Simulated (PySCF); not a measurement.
**[NH4]+ (SMILES [NH4+]) at revPBE/def2-TZVPP**

What is the vertical singlet–triplet gap of [NH4]+ at revPBE/def2-TZVPP? Input form: a Python script.

The calculation is run with PySCF 2.14.0.

3 further runs of the same task are left out: 1 that didn't finish, 2 set aside as unsound or not needed.

## Step 1: The system as given

[NH4]+ has 5 atoms, charge +1, and is taken as a singlet. SMILES: `[NH4+]`. The shape is that of a PBE0-D4/def2-TZVP optimisation.

Bond lengths: N1–H2 1.024 Å, N1–H3 1.024 Å, N1–H4 1.024 Å, N1–H5 1.024 Å. Angles: H2–N1–H3 109.5°, H2–N1–H4 109.5°, H2–N1–H5 109.5°, H3–N1–H4 109.5°, H3–N1–H5 109.5°, H4–N1–H5 109.5°.

## Step 2: The energy at revPBE/def2-TZVPP

Contents of calc.py:

```python
from pyscf import gto, dft

molecule = gto.Mole()
molecule.atom = [
    ('N', (0.000010, 0.000010, -0.000000)),
    ('H', (0.453330, -0.447860, 0.801010)),
    ('H', (-0.972430, 0.216180, 0.235210)),
    ('H', (0.023940, -0.633460, -0.803650)),
    ('H', (0.495160, 0.865130, -0.232580)),
]
molecule.basis = 'def2-tzvpp'
molecule.max_memory = 1860
molecule.charge = 1
molecule.verbose = 4
molecule.build()

ks = dft.RKS(molecule, xc='revpbe')
ks.grids.level = 5
ks.conv_tol = 1e-10
ks.kernel()
if not ks.converged:
    ks = ks.newton().run(ks.mo_coeff, ks.mo_occ)

e_tot = ks.e_tot
print('E(%s) = %.9f' % ('REVPBE', e_tot))
```

Run with:

```sh
$ OMP_NUM_THREADS=1 python calc.py
```

The program printed:

```text
PySCF version 2.14.0

[INPUT] num. atoms = 5
[INPUT] num. electrons = 10
[INPUT] charge = 1
[INPUT] spin (= nelec alpha-beta = 2S) = 0
[INPUT] symmetry False subgroup None
[INPUT] Mole.unit = angstrom
[INPUT] Symbol           X                Y                Z      unit          X                Y                Z       unit  Magmom
[INPUT]  1 N      0.000010000000   0.000010000000   0.000000000000 AA    0.000018897261   0.000018897261   0.000000000000 Bohr   0.0
[INPUT]  2 H      0.453330000000  -0.447860000000   0.801010000000 AA    0.856669544049  -0.846332742148   1.513689523038 Bohr   0.0
[INPUT]  3 H     -0.972430000000   0.216180000000   0.235210000000 AA   -1.837626375311   0.408520993608   0.444482481759 Bohr   0.0
[INPUT]  4 H      0.023940000000  -0.633460000000  -0.803650000000 AA    0.045240043422  -1.197065910867  -1.518678400007 Bohr   0.0
[INPUT]  5 H      0.495160000000   0.865130000000  -0.232580000000 AA    0.935716787840   1.634858762145  -0.439512502051 Bohr   0.0

nuclear repulsion = 16.375270085821
number of shells = 35
number of NR pGTOs = 110
number of NR cGTOs = 87
basis = def2-tzvpp
ecp = {}

******** <class 'pyscf.dft.rks.RKS'> ********
method = RKS
initial guess = minao
damping factor = 0
level_shift factor = 0
DIIS = <class 'pyscf.scf.diis.CDIIS'>
diis_start_cycle = 1
diis_space = 8
diis_damp = 0
SCF conv_tol = 1e-10
SCF conv_tol_grad = None
SCF max_cycles = 50
direct_scf = True
direct_scf_tol = 1e-13
XC library pyscf.dft.libxc version 7.0.0
    S. Lehtola, C. Steigemann, M. J.T. Oliveira, and M. A.L. Marques.,  SoftwareX 7, 1–5 (2018)
XC functionals = revpbe
    Y. Zhang and W. Yang.,  Phys. Rev. Lett. 80, 890 (1998)
    J. P. Perdew, K. Burke, and M. Ernzerhof.,  Phys. Rev. Lett. 77, 3865 (1996)
    J. P. Perdew, K. Burke, and M. Ernzerhof.,  Phys. Rev. Lett. 78, 1396 (1997)
radial grids:
    Treutler-Ahlrichs [JCP 102, 346 (1995); DOI:10.1063/1.469408] (M4) radial grids

becke partition: Becke, JCP 88, 2547 (1988); DOI:10.1063/1.454033
pruning grids: <function nwchem_prune>
grids dens level: 5
symmetrized grids: False
atomic radii adjust function: <function treutler_atomic_radii_adjust>
small_rho_cutoff = 0
Set gradient conv threshold to 1e-05
Initial guess from minao.
tot grids = 136280
init E= -57.1224560637082
  HOMO = -0.501419262191884  LUMO = -0.025148413779128  gap/eV = 12.95999
cycle= 1 E= -56.9044738775117  delta_E= 0.218  |g|= 0.14  |ddm|= 1.27
  HOMO = -0.76200337065  LUMO = -0.248962638064135  gap/eV = 13.96055
cycle= 2 E= -56.9042682610368  delta_E= 0.000206  |g|= 0.144  |ddm|= 0.127
  HOMO = -0.780276435273388  LUMO = -0.253521774353885  gap/eV = 14.33372
cycle= 3 E= -56.9078482084327  delta_E= -0.00358  |g|= 0.0356  |ddm|= 0.0704
  HOMO = -0.77170869207898  LUMO = -0.250080432108568  gap/eV = 14.19423
cycle= 4 E= -56.9081057438926  delta_E= -0.000258  |g|= 0.000947  |ddm|= 0.0147
  HOMO = -0.772004179337308  LUMO = -0.25017838021283  gap/eV = 14.19960
cycle= 5 E= -56.9081059394314  delta_E= -1.96e-07  |g|= 5.44e-05  |ddm|= 0.000469
  HOMO = -0.771988379764399  LUMO = -0.250171191649393  gap/eV = 14.19937
cycle= 6 E= -56.9081059400504  delta_E= -6.19e-10  |g|= 2.32e-06  |ddm|= 2.28e-05
  HOMO = -0.771988806830744  LUMO = -0.250171364556962  gap/eV = 14.19938
cycle= 7 E= -56.9081059400517  delta_E= -1.26e-12  |g|= 1.42e-07  |ddm|= 9.66e-07
  HOMO = -0.771988757417762  LUMO = -0.250171350594051  gap/eV = 14.19937
Extra cycle  E= -56.9081059400519  delta_E= -2.13e-13  |g|= 2.07e-07  |ddm|= 1.57e-07
converged SCF energy = -56.9081059400519
E(REVPBE) = -56.908105940
```

It took 9.3 s on 1 thread of Arm Neoverse N1, shared host; peak memory 0.4 GiB.

## Step 3: The triplet

Contents of calc.py:

```python
from pyscf import gto, dft

system = gto.M(
    atom=[
    ('N', (0.000010, 0.000010, -0.000000)),
    ('H', (0.453330, -0.447860, 0.801010)),
    ('H', (-0.972430, 0.216180, 0.235210)),
    ('H', (0.023940, -0.633460, -0.803650)),
    ('H', (0.495160, 0.865130, -0.232580)),
],
    spin=2,
    max_memory=1860,
    basis='def2-tzvpp',
    charge=1,
    verbose=3,
)

ks = dft.UKS(system)
ks.xc = 'revpbe'
ks.conv_tol = 1e-10
ks.grids.level = 5
ks.kernel()
if not ks.converged:
    ks = ks.newton().run(ks.mo_coeff, ks.mo_occ)

etot = ks.e_tot
print('E(%s) = %.9f' % ('REVPBE', etot))
```

Run with:

```sh
$ OMP_NUM_THREADS=1 python calc.py
```

The program printed:

```text
WARN: HOMO -0.025148413779128 >= LUMO -0.501419262191885

WARN: HOMO -0.385580154326082 >= LUMO -0.96953563714754

WARN: HOMO -0.343501771984513 >= LUMO -0.879539992625719

WARN: HOMO -0.33598519831471 >= LUMO -0.858053488984675

WARN: HOMO -0.331623842285993 >= LUMO -0.849844404370855

WARN: HOMO -0.331591069155252 >= LUMO -0.849457253628886

WARN: HOMO -0.332194763037165 >= LUMO -0.848922531867589

WARN: HOMO -0.332196849073561 >= LUMO -0.848866547327303

WARN: HOMO -0.332169696385776 >= LUMO -0.848728693226074

WARN: HOMO -0.332215638670547 >= LUMO -0.849158529218546

WARN: HOMO -0.332262800109028 >= LUMO -0.849448291140836

WARN: HOMO -0.332267279915918 >= LUMO -0.849669505837873

WARN: HOMO -0.332101780564372 >= LUMO -0.849748153783068

WARN: HOMO -0.332135693512342 >= LUMO -0.849865617391965

WARN: HOMO -0.332113776390713 >= LUMO -0.849979207662007

WARN: HOMO -0.33206186090225 >= LUMO -0.850274265633911

WARN: HOMO -0.332059627714649 >= LUMO -0.850175399905249

WARN: HOMO -0.332147920317382 >= LUMO -0.850525093570583

WARN: HOMO -0.332210891392748 >= LUMO -0.850838443247954

WARN: HOMO -0.332206760653996 >= LUMO -0.850825812357941

WARN: HOMO -0.332225165041727 >= LUMO -0.850839560776462

WARN: HOMO -0.332283965652259 >= LUMO -0.8509794687397

WARN: HOMO -0.33224151354829 >= LUMO -0.850987417348014

WARN: HOMO -0.33207407964462 >= LUMO -0.851077052682903

WARN: HOMO -0.332122038324258 >= LUMO -0.851157209464388

WARN: HOMO -0.332138849589363 >= LUMO -0.851206573548581

WARN: HOMO -0.332110304891501 >= LUMO -0.851222345021852

WARN: HOMO -0.332115466535591 >= LUMO -0.85124782627383

WARN: HOMO -0.33211135137374 >= LUMO -0.851259759088397

WARN: HOMO -0.332105406605393 >= LUMO -0.851277413530451

WARN: HOMO -0.332091931146472 >= LUMO -0.85128124188956

WARN: HOMO -0.332099463554691 >= LUMO -0.851279555352035

WARN: HOMO -0.332100521442179 >= LUMO -0.851279969612101

WARN: HOMO -0.332099737265771 >= LUMO -0.851279786322167

WARN: HOMO -0.332099280704661 >= LUMO -0.851281128235191

WARN: HOMO -0.332098120541943 >= LUMO -0.851286431918779

WARN: HOMO -0.332097156774651 >= LUMO -0.851286459611553

WARN: HOMO -0.332097575647822 >= LUMO -0.851287037366421

WARN: HOMO -0.332097899315649 >= LUMO -0.851287883489256

WARN: HOMO -0.332097396913603 >= LUMO -0.851287571037308

WARN: HOMO -0.332097293199396 >= LUMO -0.851287753774397

WARN: HOMO -0.332097137709738 >= LUMO -0.851287687161518

WARN: HOMO -0.332097068392009 >= LUMO -0.851287526129884

converged SCF energy = -56.3820365229605  <S^2> = 2.0022685  2S+1 = 3.001512
E(REVPBE) = -56.382036523
```

It took 66 s on 1 thread of Arm Neoverse N1, shared host; peak memory 0.42 GiB.

## Step 4: Outcome

Level: revPBE/def2-TZVPP.

```
                                        quantity         value
                           singlet: total energy  -56.90811 Eh
                            singlet: HOMO energy     -21.01 eV
                            singlet: LUMO energy      -6.81 eV
                          singlet: HOMO–LUMO gap      14.20 eV
                           triplet: total energy  -56.38204 Eh
     triplet: HOMO energy (highest over α and β)      -9.04 eV
                                   triplet: ⟨S²⟩         2.002
vertical energy of the triplet above the singlet     14.315 eV
```

In words: At this shape the triplet lies 14.32 eV (330 kcal/mol) above the singlet. Mulliken charges (singlet) run from -0.13 on N1 to +0.28 on H2.
